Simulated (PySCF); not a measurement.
# B3LYP/STO-6G run of SiO2 (silicon dioxide molecule)

Aim: the vertical ionisation energy of SiO2 (silicon dioxide molecule) at B3LYP/STO-6G, from 2 runs. Input form: a Python script.

Program for the calculation: PySCF 2.14.0.

8 further runs of the same task are left out: 1 that didn't finish, 7 set aside as unsound or not needed.

## (1) Starting point

SiO2 has 3 atoms, charge 0, and is taken as a singlet. As SMILES, `O=[Si]=O`. The coordinates come from a GFN2-xTB relaxation.

Bond lengths: O1–Si2 1.491 Å, Si2–O3 1.491 Å. Angles: O1–Si2–O3 179.9°.

## (2) The energy at B3LYP/STO-6G

calc.py

```python
from pyscf import gto, dft

mol = gto.Mole()
mol.atom = '''
O      1.306235     2.300345     0.970828
Si    -0.001380     0.000831    -0.000302
O     -1.304875    -2.301195    -0.970526
'''
mol.verbose = 3
mol.max_memory = 1860
mol.basis = 'sto-6g'
mol.unit = 'bohr'
mol.charge = 0
mol.build()

mf = dft.RKS(mol, xc='b3lyp')
mf.grids.level = 5
mf.conv_tol = 1e-10
mf.kernel()
if not mf.converged:
    mf = mf.newton().run(mf.mo_coeff, mf.mo_occ)

energy = mf.e_tot
print('E(%s) = %.9f' % ('B3LYP', energy))
```

The run is started by

```
OMP_NUM_THREADS=1 python calc.py
```

The log of the run:

```text
converged SCF energy = -438.11529048388
E(B3LYP) = -438.115290484
```

Run time: 3 s. Hardware: 1 thread of Arm Neoverse V1, shared host; peak memory 0.19 GiB.

## (3) The doublet cation

input.py

```python
from pyscf import gto, dft

molecule = gto.M(
    atom='''
O      0.691230     1.217290     0.513740
Si    -0.000730     0.000440    -0.000160
O     -0.690510    -1.217740    -0.513580
''',
    verbose=4,
    charge=1,
    spin=1,
    max_memory=1860,
    basis='sto-6g',
)

myscf = dft.UKS(molecule)
myscf.xc = 'b3lyp'
myscf.conv_tol = 1e-10
myscf.grids.level = 5
myscf.kernel()
if not myscf.converged:
    myscf = myscf.newton().run(myscf.mo_coeff, myscf.mo_occ)

energy = myscf.e_tot
print(f'total energy: {energy:.8f} hartree')
```

The run is started by

```
OMP_NUM_THREADS=1 python input.py
```

The log of the run:

```text
PySCF version 2.14.0

[INPUT] num. atoms = 3
[INPUT] num. electrons = 29
[INPUT] charge = 1
[INPUT] spin (= nelec alpha-beta = 2S) = 1
[INPUT] symmetry False subgroup None
[INPUT] Mole.unit = angstrom
[INPUT] Symbol           X                Y                Z      unit          X                Y                Z       unit  Magmom
[INPUT]  1 O      0.691230000000   1.217290000000   0.513740000000 AA    1.306235389083   2.300344714172   0.970827899234 Bohr   0.0
[INPUT]  2 Si    -0.000730000000   0.000440000000  -0.000160000000 AA   -0.001379500071   0.000831479495  -0.000302356180 Bohr   0.0
[INPUT]  3 O     -0.690510000000  -1.217740000000  -0.513580000000 AA   -1.304874786273  -2.301195090928  -0.970525543054 Bohr   0.0

nuclear repulsion = 90.84965725506
number of shells = 11
number of NR pGTOs = 114
number of NR cGTOs = 19
basis = sto-6g
ecp = {}

[... 33 lines left out ...]
WARN: beta  nocc = 14  HOMO -0.405203890654354 >= LUMO -0.405203871718464
[... 46 lines left out ...]
converged SCF energy = -437.828543176734  <S^2> = 0.81021924  2S+1 = 2.059339
total energy: -437.82854318 hartree
```

Wall time 5.1 s (1 thread of Arm Neoverse V1, shared host); peak memory 0.2 GiB.

## (4) What came out

At B3LYP/STO-6G:

| quantity | value |
| --- | --- |
| singlet SiO2: total energy | -438.11529 Eh |
| singlet SiO2: dipole moment | 0.00 D |
| singlet SiO2: HOMO energy | -3.98 eV |
| singlet SiO2: LUMO energy | 2.29 eV |
| singlet SiO2: HOMO–LUMO gap | 6.27 eV |
| doublet cation: total energy | -437.82854 Eh |
| doublet cation: HOMO energy (highest over α and β) | -14.52 eV |
| doublet cation: LUMO energy (lowest over α and β) | -11.59 eV |
| doublet cation: ⟨S²⟩ | 0.810 |
| vertical ionisation energy (to the doublet cation) | 7.803 eV |

In words: The vertical ionisation energy comes to 7.80 eV (180 kcal/mol). −ε(HOMO) before ionisation, 3.98 eV, is 3.83 eV below this ionisation energy. In a minimal basis such a difference can be off by several eV, whatever the method.
